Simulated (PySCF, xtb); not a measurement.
Bonds broken one at a time in the series Si OH-H. All species are isolated molecules in the gas phase. One relaxed conformer stands for each flexible species; it need not be the lowest. Strings in code marks are SMILES.

Quantity: homolytic bond dissociation enthalpy at 298 K (no spin–orbit term), in eV. Enthalpy corrections at 298 K come from GFN2-xTB frequencies (xtb).

Level 1: PBE0-D4/def2-TZVP (PySCF)
Level 2: B3LYP/6-31G* // PBE0-D4/def2-TZVP (PySCF)
Level 3: BP86/6-31G* // PBE0-D4/def2-TZVP (PySCF)
Level 4: HF/6-31G* // PBE0-D4/def2-TZVP (PySCF)

```json
[
 {"species": "O–Si bond of `O[Si](O)(O)O`, giving `O[Si](O)O` and `[OH]`", "level 2": "5.67", "level 3": "5.67", "level 4": "4.59"},
 {"species": "O–Si bond of `O[SiH2]O` (H–O–Si–O torsion -66°, O–Si–O–H torsion -66°), giving `O[SiH2]` (H–O–Si–H torsion 52°) and `[OH]`", "level 2": "5.36", "level 3": "5.41", "level 4": "4.19"},
 {"species": "O–Si bond of `O[SiH3]`, giving `[OH]` and `[SiH3]`", "level 2": "4.96", "level 3": "5.02", "level 4": "3.73"}
]
```

### Question
What does level 1 give for each?

### Answer

- O–Si bond of `O[Si](O)(O)O`, giving `O[Si](O)O` and `[OH]`: 5.79
- O–Si bond of `O[SiH2]O` (H–O–Si–O torsion -66°, O–Si–O–H torsion -66°), giving `O[SiH2]` (H–O–Si–H torsion 52°) and `[OH]`: 5.50
- O–Si bond of `O[SiH3]`, giving `[OH]` and `[SiH3]`: 5.14
